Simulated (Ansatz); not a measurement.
Rutile PbO2 was calculated with HSE06 in Ansatz (plane waves, PAW).

Total energies, extrapolated to zero smearing (they compare only within this program, potentials and cutoff; free atoms with spin allowed, lowest state found):

| system | energy (eV/atom) |
|---|---|
| rutile PbO2, relaxed | -4347.2155 |
| free Pb atom | -11907.2352 |
| free O atom | -561.9592 |

### Question
Work out the cohesive energy per atom.

### Answer
E_coh = [1 × (-11907.2352) + 2 × (-561.9592)]/3 − (-4347.2155) = 3.50 eV/atom. The reference value is 3.37 ± 0.03 eV/atom (worked out here from tabulated enthalpies at 298 K, copied from a table, unchecked, brought to a static lattice with a Debye model, atoms in their spin–orbit ground levels; inputs from the CRC Handbook), not set against a level without spin–orbit coupling.

Spin–orbit coupling is left out; its size isn't shown.

The PAW data were made under PBE.

Ansatz is a first-principles code.
